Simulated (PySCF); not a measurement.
Spin states of PN

Unrestricted PBE0; P def2-TZVPP, N def2-TZVPP; no relativity (PySCF 2.14). Outer shells of the fragments: P 3s2 3p3; N 2s2 2p3.

Followed along the bond (rough minima from three points):

```json
{"2Ms+1": "1", "unpaired": "none", "⟨S²⟩ at the start": "0.00", "R at minimum (Å)": "1.48", "Te (eV)": "0.00"}
{"2Ms+1": "3", "unpaired": "π ↑↑", "⟨S²⟩ at the start": "2.05", "R at minimum (Å)": "1.63", "Te (eV)": "3.15"}
{"2Ms+1": "5", "unpaired": "π ↑↑↑↑", "⟨S²⟩ at the start": "6.02", "R at minimum (Å)": "none in the scan", "Te (eV)": "≤ 4.75"}
```

Solutions found at the starting distance of 1.720 Å, counted from the lowest of them; the search is not exhaustive and high or unbound solutions are not listed, so other states can lie among these:

```csv
2Ms+1,unpaired,term,E (eV),⟨S²⟩,⟨Lz²⟩,μ (D)
1,none,¹Σ⁺,0.00,0.00,0.00,-2.74
3,π ↑↑,mixed,1.92,2.05,2.02,-1.84
3,π ↑↑,mixed,2.67,2.01,2.01,-1.95
1,π ↑↓,mixed,2.87,1.01,2.03,-2.02
3,"σ ↑, π ↑",³Π,2.97,2.15,1.04,-1.58
1,"σ ↓, π ↑",mixed,3.30,1.16,1.03,-1.76
5,π ↑↑↑↑,⁵Σ⁺,3.71,6.02,0.00,-0.52
5,"σ ↑, π ↑↑↑",⁵Π,4.56,6.01,1.01,-0.73
1,π ↑↑↓↓,mixed,4.66,2.02,4.05,-0.50
3,"σ ↑, π ↑↑↓",mixed,5.30,3.02,3.04,-0.75
1,"σ ↓, π ↑↑↓",mixed,5.62,2.03,3.04,-0.82
3,"σ ↑, π ↑",³Π,6.56,2.01,1.02,-0.55
3,σ ↑↑,³Σ⁺,6.88,2.00,0.00,-0.60
5,"σ ↑, π ↑↑↑",⁵Π,8.26,6.01,1.01,0.59
```

A term symbol is given only where ⟨S²⟩ and ⟨Lz²⟩ are close to those of a pure state; real π, δ and φ orbitals otherwise mix terms. A positive dipole means P(−)N(+).

**Question.** Compare the gap between the two lowest followed solutions at the starting distance with the gap between their minima.

**Answer.** At PBE0 the second solution (triplet, unpaired electrons π ↑↑) lies +1.92 eV from the first (singlet, closed shell) at 1.720 Å and +3.15 eV at the minima; the two curves relax by different amounts, since their minima lie near 1.63 and 1.48 Å.

The measured ground state is X ¹Σ+ (Huber and Herzberg, Constants of Diatomic Molecules (1979)).

Counting both spins, an empty level lies below a filled one in some of these solutions, because spin and occupation are held.
